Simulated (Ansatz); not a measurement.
A made-up structure of Si2H5O (charge +1), closed shell:

O1  (-1.492, -0.063, -0.487)
Si2  (-0.034, 0.718, -0.310)
Si3  (0.693, -0.888, 0.608)
H4  (-2.095, 0.289, -0.842)
H5  (0.912, 0.924, -1.583)
H6  (0.105, 1.897, 0.761)
H7  (2.009, -0.669, 0.969)
H8  (-0.099, -2.209, 0.885)
(Å)

It is relaxed with PBE-D4/def2-SVP and then PBE0-D4/def2-TZVP (Ansatz 0.2.0). Atoms count as bonded within 1.22 times the sum of their covalent radii (H–H: 0.88 Å). The end point is not checked to be a true minimum.

Q: Does its bonding change? (A judgement: the text doesn't fix the answer.)

A: The calculation gives: No: no bond forms or breaks.

Where it ends: The first stage lowers the energy by 3.17 eV in 8 steps. It ends as Si₂H₅O ([OH][SiH2][SiH2]), total charge +1:
```
8
angstrom
O -1.6225 0.1526 -0.6220
Si -0.1516 0.7714 -0.3727
Si 0.9014 -1.0481 0.7458
H -2.3409 0.6153 -1.0614
H 0.7057 0.9780 -1.5645
H -0.0415 1.8797 0.6057
H 2.3065 -1.0112 1.2139
H 0.2429 -2.3377 1.0552
```

Labels in which every atom is bracketed show which atoms are joined, not bond orders.

For scale, one of the runs: PBE0-D4/def2-TZVP relaxation, 135 basis functions, launched by `ansatz run in.yaml --threads 2 --pin off --events-out ev --progress --plain --max-ram 4352MiB`. The run took about 15 s on 2 CPU threads of an Intel Xeon (shared host).
